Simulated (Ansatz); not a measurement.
`OC1=CN1`, charge 0, multiplicity 1.

Task: Give a relaxed structure at PBE0-D4/def2-TZVP (Ansatz 0.2.0). (An estimate is asked.)

Result: Computed: 
Cartesian coordinates in Å:
```
O 0.7430 1.4395 -0.3424
C 0.0599 0.3275 -0.1946
C -0.9146 -0.4449 -0.4745
N 0.2662 -0.9158 0.4745
H 1.5398 1.3792 0.1983
H -1.6243 -0.9457 -1.0998
H -0.0700 -0.8399 1.4386
```
